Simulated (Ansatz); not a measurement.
# CH3B+ (quartet): wave-function methods side by side, def2-QZVPP

One table from this session's results is given with a row withheld; the runs are named, their logs left out.

Computed with Ansatz 0.2.0, Gaussian basis. Level: def2-QZVPP, core rule «outside noble gas», up to 2 orbitals frozen.

The runs, in order: UHF; ROHF; CCSD(T) on UHF.

2 further runs of the same task are left out: 2 set aside as unsound or not needed.

**The system**

The geometry is a PBE0/def2-TZVP stationary point (not a proven minimum) of the parent state, kept for this charge and spin.

5 atoms, charge 1, spin multiplicity 4.

Atoms are counted from 1 here; the program's logs count them from 0.

Bond lengths: B1–C2 1.511 Å, B1–H3 1.194 Å, C2–H4 1.092 Å, C2–H5 1.087 Å. Angles: C2–B1–H3 128.3°, B1–C2–H4 123.5°, B1–C2–H5 123.0°, H4–C2–H5 113.6°.

Geometry (Å):

```
atom    x (Å)     y (Å)     z (Å)
  B1  0.00000  -0.16673   0.82181
  C2  0.00000   0.06900  -0.67069
  H3  0.00000   0.64378   1.69808
  H4  0.00000   1.06230  -1.12337
  H5  0.00000  -0.74003  -1.39740
```

Set-up of the first run:

Input file in.yaml:

```yaml
crystal:
  periodic: [false, false, false]
  atoms:
    - {symbol: B, position_ang: [0.000000, -0.166725, 0.821814]}
    - {symbol: C, position_ang: [0.000000, 0.069000, -0.670687]}
    - {symbol: H, position_ang: [0.000000, 0.643783, 1.698084]}
    - {symbol: H, position_ang: [0.000000, 1.062299, -1.123373]}
    - {symbol: H, position_ang: [0.000000, -0.740028, -1.397397]}
basis:
  gaussian: {orbitals: "def2-QZVPP.json"}
total_charge: 1
magnetization: {spin_polarized: true, initial_magnetization: 3}
hamiltonian: {xc: hf}
output: {orbitals: {seedname: orbitals}}
```

Command:

```bash
$ ansatz run in.yaml --threads 1 --pin off --events-out ev --progress --plain --max-ram 2393MiB
```

Among the steps run: UHF; ROHF; CCSD(T) on UHF.

One table of the session follows, with a row left open; its other results are not shown here.

| method | from UCCSD(T) (meV) |
| --- | --- |
| ROHF | +6746.4 |
| UHF | +6576.5 |
| UMP2 | ? |
| UCCSD | +259.3 |
| UCCSD(T) | 0 |

**Question.** Estimate the row for UMP2.

**Answer.** from UCCSD(T) (meV): +1020.9. In the column «from UCCSD(T) (meV)» it lies between UCCSD (+259.3) and UHF (+6576.5).
